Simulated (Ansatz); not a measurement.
System: NH₂ (charge -1, singlet). 
Structure (B3LYP-D3(BJ)/def2-TZVP (Ansatz, a program for electronic structure) minimum search):
```
N
H 1 1.0353
H 1 1.0353 2 100.42
```
Charge -1, spin multiplicity 1.

Basis-set convergence of Hartree-Fock and CCSD correlation energies (hartree) with Ansatz. Valence correlation only, unless marked. No spin-orbit coupling. No relativistic terms. This anion needs diffuse functions, which these sets lack.

```json
[
 {"basis": "def2-SVP", "functions": "24", "E(HF)": "-55.43591", "E(corr, CCSD)": "-0.19753"},
 {"basis": "def2-TZVPP", "functions": "59", "E(HF)": "-55.53443", "E(corr, CCSD)": "-0.25222"},
 {"basis": "def2-QZVPP", "functions": "117", "E(HF)": "?", "E(corr, CCSD)": "?"}
]
```

Q: Complete the blanks.

A: 
- def2-QZVPP, E(HF): -55.54505
- def2-QZVPP, E(corr, CCSD): -0.26903
